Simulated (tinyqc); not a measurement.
Worked calculation: ROHF in the sto-3g basis, for BH, spin multiplicity 3. One step of it, computed by the program tinyqc.

Problem. Iteration 2: building the Fock matrix. J_ij = sum D_kl (ij|kl) with D = D(alpha) + D(beta), K_ij = sum D_kl (ik|jl) for each spin; F = H + J - K(s); E = tr D H + tr D J / 2 - 0.5 sum_s tr D(s) K(s) + E_nn.

D(alpha) after iteration 1, order 1B 1s, 1B 2s, 1B 2px, 1B 2py, 1B 2pz, 2H 1s:
$$\begin{pmatrix}
1.076373 & -0.286457 & 0.000000 & 0.000000 & 0.050210 & 0.010754 \\
-0.286457 & 1.084375 & 0.000000 & 0.000000 & -0.198409 & -0.124321 \\
0.000000 & 0.000000 & 0.872953 & 0.333026 & 0.000000 & 0.000000 \\
0.000000 & 0.000000 & 0.333026 & 0.127047 & 0.000000 & 0.000000 \\
0.050210 & -0.198409 & 0.000000 & 0.000000 & 0.194350 & 0.337229 \\
0.010754 & -0.124321 & 0.000000 & 0.000000 & 0.337229 & 0.640324
\end{pmatrix}$$

D(beta) after iteration 1, order 1B 1s, 1B 2s, 1B 2px, 1B 2py, 1B 2pz, 2H 1s:
$$\begin{pmatrix}
0.979152 & 0.030575 & 0.000000 & 0.000000 & -0.033991 & -0.077466 \\
0.030575 & 0.050550 & 0.000000 & 0.000000 & 0.076163 & 0.163360 \\
0.000000 & 0.000000 & 0.000000 & 0.000000 & 0.000000 & 0.000000 \\
0.000000 & 0.000000 & 0.000000 & 0.000000 & 0.000000 & 0.000000 \\
-0.033991 & 0.076163 & 0.000000 & 0.000000 & 0.121426 & 0.260824 \\
-0.077466 & 0.163360 & 0.000000 & 0.000000 & 0.260824 & 0.560271
\end{pmatrix}$$

core Hamiltonian H = T + V (hartree), order 1B 1s, 1B 2s, 1B 2px, 1B 2py, 1B 2pz, 2H 1s:
$$\begin{pmatrix}
-12.655796 & -3.277476 & 0.000000 & 0.000000 & -0.010528 & -0.342689 \\
-3.277476 & -3.744807 & 0.000000 & 0.000000 & -0.103324 & -0.958830 \\
0.000000 & 0.000000 & -2.927427 & 0.000000 & 0.000000 & 0.000000 \\
0.000000 & 0.000000 & 0.000000 & -2.927427 & 0.000000 & 0.000000 \\
-0.010528 & -0.103324 & 0.000000 & 0.000000 & -2.994015 & -0.983427 \\
-0.342689 & -0.958830 & 0.000000 & 0.000000 & -0.983427 & -2.135377
\end{pmatrix}$$

Two-electron integrals (ij|kl) in chemists' order, unique and non-zero (hartree):
```
(11|11) 2.923513   (21|11) 0.518376   (21|21) 0.109262   (22|11) 0.744229
(22|21) 0.193177   (22|22) 0.544804   (31|31) 0.020264   (32|31) 0.029996
(32|32) 0.120346   (33|11) 0.742491   (33|21) 0.193240   (33|22) 0.544682
(33|33) 0.586773   (41|41) 0.020264   (42|41) 0.029996   (42|42) 0.120346
(43|43) 0.031630   (44|11) 0.742491   (44|21) 0.193240   (44|22) 0.544682
(44|33) 0.523513   (44|44) 0.586773   (51|51) 0.020264   (52|51) 0.029996
(52|52) 0.120346   (53|53) 0.031630   (54|54) 0.031630   (55|11) 0.742491
(55|21) 0.193240   (55|22) 0.544682   (55|33) 0.523513   (55|44) 0.523513
(55|55) 0.586773   (61|11) 0.053149   (61|21) 0.011167   (61|22) 0.019830
(61|33) 0.019747   (61|44) 0.019747   (61|51) 0.000776   (61|52) 0.001446
(61|55) 0.020008   (61|61) 0.001174   (62|11) 0.154775   (62|21) 0.040952
(62|22) 0.130765   (62|33) 0.126820   (62|44) 0.126820   (62|51) 0.004438
(62|52) 0.029395   (62|55) 0.138518   (62|61) 0.004463   (62|62) 0.047719
(63|31) 0.003686   (63|32) 0.018181   (63|53) 0.005186   (63|63) 0.004587
(64|41) 0.003686   (64|42) 0.018181   (64|54) 0.005186   (64|64) 0.004587
(65|11) 0.156947   (65|21) 0.042015   (65|22) 0.141379   (65|33) 0.134148
(65|44) 0.134148   (65|51) 0.007457   (65|52) 0.046337   (65|55) 0.155677
(65|61) 0.004746   (65|62) 0.059929   (65|65) 0.078311   (66|11) 0.333643
(66|21) 0.089772   (66|22) 0.325478   (66|33) 0.308032   (66|44) 0.308032
(66|51) 0.010205   (66|52) 0.092893   (66|55) 0.359881   (66|61) 0.009861
(66|62) 0.162406   (66|65) 0.219670   (66|66) 0.774606
```

nuclear repulsion = 1.67355222 hartree

Give: Coulomb J; exchange K(alpha); exchange K(beta); F(alpha); F(beta); total energy of this density.

Solution.

Coulomb J (hartree), order 1B 1s, 1B 2s, 1B 2px, 1B 2py, 1B 2pz, 2H 1s:
$$\begin{pmatrix}
8.1590 & 1.6429 & 0.0000 & 0.0000 & 0.0147 & 0.1695 \\
1.6429 & 3.3333 & 0.0000 & 0.0000 & 0.1406 & 0.8789 \\
0.0000 & 0.0000 & 3.3271 & 0.0211 & 0.0000 & 0.0000 \\
0.0000 & 0.0000 & 0.0211 & 3.2799 & 0.0000 & 0.0000 \\
0.0147 & 0.1406 & 0.0000 & 0.0000 & 3.3807 & 0.9952 \\
0.1695 & 0.8789 & 0.0000 & 0.0000 & 0.9952 & 2.6127
\end{pmatrix}$$

exchange K(alpha) (hartree), order 1B 1s, 1B 2s, 1B 2px, 1B 2py, 1B 2pz, 2H 1s:
$$\begin{pmatrix}
2.9921 & 0.5579 & 0.0000 & 0.0000 & 0.0026 & 0.0612 \\
0.5579 & 0.7602 & 0.0000 & 0.0000 & -0.0408 & 0.2420 \\
0.0000 & 0.0000 & 0.6595 & 0.1849 & 0.0000 & 0.0000 \\
0.0000 & 0.0000 & 0.1849 & 0.2454 & 0.0000 & 0.0000 \\
0.0026 & -0.0408 & 0.0000 & 0.0000 & 0.4246 & 0.3008 \\
0.0612 & 0.2420 & 0.0000 & 0.0000 & 0.3008 & 0.6509
\end{pmatrix}$$

exchange K(beta) (hartree), order 1B 1s, 1B 2s, 1B 2px, 1B 2py, 1B 2pz, 2H 1s:
$$\begin{pmatrix}
2.8987 & 0.5482 & 0.0000 & 0.0000 & -0.0042 & 0.0571 \\
0.5482 & 0.2394 & 0.0000 & 0.0000 & 0.1492 & 0.2211 \\
0.0000 & 0.0000 & 0.0422 & 0.0000 & 0.0000 & 0.0000 \\
0.0000 & 0.0000 & 0.0000 & 0.0422 & 0.0000 & 0.0000 \\
-0.0042 & 0.1492 & 0.0000 & 0.0000 & 0.2381 & 0.2956 \\
0.0571 & 0.2211 & 0.0000 & 0.0000 & 0.2956 & 0.6223
\end{pmatrix}$$

F(alpha) (hartree), order 1B 1s, 1B 2s, 1B 2px, 1B 2py, 1B 2pz, 2H 1s:
$$\begin{pmatrix}
-7.4890 & -2.1925 & 0.0000 & 0.0000 & 0.0016 & -0.2344 \\
-2.1925 & -1.1716 & 0.0000 & 0.0000 & 0.0780 & -0.3220 \\
0.0000 & 0.0000 & -0.2599 & -0.1638 & 0.0000 & 0.0000 \\
0.0000 & 0.0000 & -0.1638 & 0.1070 & 0.0000 & 0.0000 \\
0.0016 & 0.0780 & 0.0000 & 0.0000 & -0.0379 & -0.2890 \\
-0.2344 & -0.3220 & 0.0000 & 0.0000 & -0.2890 & -0.1737
\end{pmatrix}$$

F(beta) (hartree), order 1B 1s, 1B 2s, 1B 2px, 1B 2py, 1B 2pz, 2H 1s:
$$\begin{pmatrix}
-7.3956 & -2.1828 & 0.0000 & 0.0000 & 0.0084 & -0.2304 \\
-2.1828 & -0.6509 & 0.0000 & 0.0000 & -0.1119 & -0.3010 \\
0.0000 & 0.0000 & 0.3574 & 0.0211 & 0.0000 & 0.0000 \\
0.0000 & 0.0000 & 0.0211 & 0.3102 & 0.0000 & 0.0000 \\
0.0084 & -0.1119 & 0.0000 & 0.0000 & 0.1486 & -0.2838 \\
-0.2304 & -0.3010 & 0.0000 & 0.0000 & -0.2838 & -0.1450
\end{pmatrix}$$

total energy of this density = -24.611644 hartree
